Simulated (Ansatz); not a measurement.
**doublet CH₅P(+): levels of theory in one basis**

```xyz
7

C     0.0175    0.0000   -1.0826
P     0.0120    0.0000    0.6825
H    -0.0081   -0.9396   -1.6213
H    -0.0081    0.9396   -1.6213
H     0.6585    1.1352    1.1935
H    -1.3303    0.0000    1.2556
H     0.6585   -1.1352    1.1935
```

Basis set: cc-pVTZ on H, C; cc-pV(T+d)Z on P (spherical functions). Frozen core: 6 orbitals. Correlation on ROHF uses semicanonical orbitals with singles. Charge 1, multiplicity 2.

Computed with Ansatz (development build ahead of 0.2.0); each method stands on the lowest determinant of its kind that the runs found.

| method | E − E(ROHF) (eV) | <S²> of the determinant |
| --- | --- | --- |
| ROHF | 0.00 | 0.75 |
| UHF | -0.12 | 0.76 |
| ROHF-MP2 | -8.10 | – |
| UHF-MP2 | -8.09 | 0.76 |

Task: Is a single determinant a sound starting point here?

Result: By this sign, yes. Unrestricted orbitals gain 0.12 eV and <S²> is 0.76 against 0.75 for a pure state.
